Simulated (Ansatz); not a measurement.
H2Ti6O13 (C2/m, No. 12; cell taken from a computed entry) was calculated with LDA (Ansatz, an electronic-structure program, PAW).

Run with plane-wave cutoff 520 eV, 10×10×4 k mesh (along the axes of the cell as run), Fermi–Dirac smearing 0.01 eV, no spin polarisation, scalar-relativistic PAW data made under PBE.

Cell (relaxed with PBEsol):

Ti₆H₂O₁₃ is modelled in the monoclinic space group C2/m (No. 12), Pearson symbol mS42. Conventional cell: a = 14.5216 Å, b = 3.7334 Å, c = 9.2471 Å, α = γ = 90.00°, β = 96.44°. Ti1 on 4i is surrounded by 4 O at 1.788–1.926 Å and 2 O at 2.167–2.172 Å. Ti2 on 4i is surrounded by 1 O at 1.778 Å and 3 O at 1.884–1.953 Å and 2 O at 2.099–2.193 Å. Ti3 on 4i is coordinated by 1 O at 1.745 Å and 4 O at 1.950–2.003 Å and 1 O at 2.255 Å. H on 4i is coordinated by 1 O at 0.997 Å. O1 on 2a is coordinated by 2 Ti at 1.788 Å (linear). O2 on 4i has 2 Ti at 1.950 Å and 2 Ti at 2.167–2.193 Å. O3 on 4i has 1 H at 0.997 Å and 1 Ti at 1.884 Å and 1 Ti at 2.172 Å (trigonal planar). O4 on 4i sees 2 Ti at 1.953 Å and 1 Ti at 2.099 Å and 1 Ti at 2.255 Å. 3 further independent sites are not listed. (Neighbours: up to the widest gap in distance over summed covalent radii, below 1.35, at either atom; cation-cation and far metal-metal contacts left out.)
(The calculation used a cell of 21 atoms; values per cell refer to that cell.)

**Question.** What does this level give for the band gap, smallest direct gap on the k points sampled and direct gap at Γ?

**Answer.** 
- band gap: 2.96 eV
- smallest direct gap on the k points sampled: 2.97 eV
- direct gap at Γ: 3.02 eV

Note: cell and atoms aren't relaxed at this level (largest force component 0.38 eV/Å, pressure -4.7 GPa).

The computed numbers hold no vibrational or temperature effects.

Computing time: roughly 6 core-minutes.
